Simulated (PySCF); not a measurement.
Compound: C5H11F.
InChI=1S/C5H11F/c1-4(2)5(3)6/h4-5H,1-3H3/t5-/m1/s1

Torsions of this conformer, `[CH3:1][CH:2]([CH3:3])[C@@H:4]([CH3:5])[F:6]`: C1–C2–C4–C5 176°.

The closed-shell ground state was solved at several levels (PySCF, density fitting, gas phase, non-relativistic). The structure is a single PBE0-D3(BJ)/def2-SVP conformer in the gas phase; no vibrational or solvent corrections.

```tsv
level	basis functions	HOMO (eV)	LUMO (eV)	gap (eV)	dipole (D)
PBE0/pcSseg-1	157	-8.81	1.32	10.13	1.76
CAM-B3LYP/def2-SVPD	211	-10.33	1.29	11.62	1.88
B3LYP/pcJ-1	272	-8.61	1.03	9.64	1.75
```

What might B97-2/pcSseg-2 (370 basis functions) give for the same quantities?

HOMO -8.55 eV, LUMO 0.56 eV, gap 9.11 eV, dipole 1.78 D.

Over all these levels, which gives the widest orbital gap and which the narrowest?

CAM-B3LYP/def2-SVPD (range-separated hybrid) has the widest, 11.62 eV, and B97-2/pcSseg-2 (global hybrid, 21 % exact exchange) the narrowest, 9.11 eV. Functional and basis both differ between the two, so the spread mixes both effects.

How far do the dipole and the HOMO energy spread over the levels?

The dipole runs from 1.75 to 1.88 D (mean 1.79 D) and the HOMO from -10.33 to -8.55 eV.
